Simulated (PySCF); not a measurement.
# H5SN, a complex of two parts: interaction energy

The task here is to estimate one member of a computed series from the others.

Computed with PySCF 2.14.0; each step states its level. No surroundings beyond the atoms listed, unless a continuum is named. Atoms count from 0, parts from 1.

## Starting point

7 atoms, charge 0, multiplicity 1; geometry: GFN2-xTB. Parts: 1 = atoms 0–3, `N`, charge 0; 2 = atoms 4–6, `S`, charge 0.

Set-up of the first run:

What the job is given:

```
{"job": {"xc": "PBE0", "basis": "def2-TZVPD", "d3": "d3bj", "grid": 3, "kind": "geom", "shake": 0.01}, "charge": 0, "multiplicity": 1, "parts": [{"atoms": "0-3", "charge": 0, "multiplicity": 1}, {"atoms": "4-6", "charge": 0, "multiplicity": 1}]}
N     -0.216961    -0.127566     0.343724
H     -0.481051    -0.791394    -0.369714
H     -0.424134     0.816500    -0.056422
H      0.785515    -0.183273     0.533639
S     -2.204590    -0.531530     2.843675
H     -1.189153    -0.740548     3.673779
H     -1.372952    -0.347674     1.800684
```

Run with:

```bash
> OMP_NUM_THREADS=1 python cluster_run.py task.json out
```

The driver reads the jobs from task.json and runs them one after another.

Among the steps run: Geometry optimisation at PBE0-D3(BJ)/def2-TZVPD; Coupled-cluster interaction energy: CCSD(T) and MP2, 2.12 Å; Coupled-cluster interaction energy: CCSD(T) and MP2, 2.22 Å; Coupled-cluster interaction energy: CCSD(T) and MP2, 2.33 Å; Coupled-cluster interaction energy: CCSD(T) and MP2, 2.01 Å; Coupled-cluster interaction energy: CCSD(T) and MP2, 2.65 Å; Coupled-cluster interaction energy: CCSD(T) and MP2, 1.90 Å; Coupled-cluster interaction energy: CCSD(T) and MP2, 3.17 Å; Coupled-cluster interaction energy: CCSD(T) and MP2, 4.23 Å.

One table of the session follows, with a row left open; its other results are not shown here.

It belongs to the step «Coupled-cluster interaction energy: CCSD(T) and MP2, 4.23 Å». 

```
                 method  interaction energy (kcal/mol)
         HF/aug-cc-pVDZ                          -0.64
        MP2/aug-cc-pVDZ                          -0.71
       CCSD/aug-cc-pVDZ                          -0.67
    CCSD(T)/aug-cc-pVDZ                          -0.68
         HF/aug-cc-pVQZ                              ?
        MP2/aug-cc-pVQZ                          -0.71
    SCS-MP2/aug-cc-pVQZ                          -0.67
      MP2, extrapolated                          -0.71
CCSD(T), limit estimate                          -0.68
```

Estimate the missing values for HF/aug-cc-pVQZ.

The run gave: interaction energy (kcal/mol): -0.62. In the column «interaction energy (kcal/mol)» it is the highest.
